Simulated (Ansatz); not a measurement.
Level of theory: frozen-core CCSD(T)/def2-TZVPP // B3LYP-D3(BJ)/def2-SVP run with Ansatz (a quantum-chemistry and plane-wave program). The geometry is that of the parent before the electron was removed.

Ansatz 0.2 input:
```yaml
crystal:
  periodic: [false, false, false]
  atoms:
    - { symbol: C, position_ang: [-0.023506, 0.232726, 0.0] }
    - { symbol: N, position_ang: [1.044181, -0.208587, -0.000003] }
    - { symbol: H, position_ang: [-1.020671, 0.644884, 0.000002] }
basis:
  gaussian: { orbitals: def2-TZVPP }
correlation:
  method: ccsd_t
total_charge: 1
magnetization:
  spin_polarized: true
  initial_magnetization: 1
```

Output:

```
Functional definition: HF
464 factors; integrals over basis functions are off by at most 1.3e-3 eV
mean field evaluation 1: about -2514.2392 eV, gradient 2.2e1 eV
mean field evaluation 2: about -2514.2453 eV, gradient 2.2e1 eV
mean field evaluation 4: about -2516.2641 eV, gradient 1.8e0 eV
mean field evaluation 8: about -2516.2896 eV, gradient 2.8e-3 eV
mean field evaluation 16: about -2516.2818 eV, gradient 1.5e-1 eV
mean field evaluation 32: about -2516.2896 eV, gradient 7.9e-4 eV
mean field evaluation 64: about -2515.8690 eV, gradient 2.8e-1 eV
mean field evaluation 96: about -2516.2894 eV, gradient 4.4e-2 eV
mean field evaluation 128: about -2505.9311 eV, gradient 1.0e0 eV
mean field -2516.28963205 eV, -92.4719383756 hartree, gradient 6.9e-6 eV, S^2 0.756419; 9 other end points of the search recorded, 0 dependent functions left out
determinant -2516.28963205 eV, -92.4719383756 hartree, with singles and doubles -2524.26588387 eV, -92.7650602233 hartree
determinant -2515.87052895 eV, -92.4565366206 hartree, with singles and doubles -2523.96352422 eV, -92.7539487111 hartree
determinant -2516.28963205 eV, -92.4719383756 hartree, with singles and doubles -2524.18684265 eV, -92.7621555122 hartree
determinant -2515.87052895 eV, -92.4565366206 hartree, with singles and doubles -2523.94876270 eV, -92.7534062354 hartree
2 core orbitals not correlated
reference -2516.28963205 eV, -92.4719383756 hartree; 5, 4 occupied and 69, 70 virtual orbitals, 464 factors
second order -7.29880142 eV of doubles, -0.00000000 eV of singles
cycle   1  -7.89721138 eV  change   -7.8e-7 eV  update   1.6e-6
perturbative correction -0.32780587 eV, -0.0120466435 hartree
Total energy: -2524.51464931 eV, -92.7742021845 hartree
```

Cost: roughly 10 core-seconds.
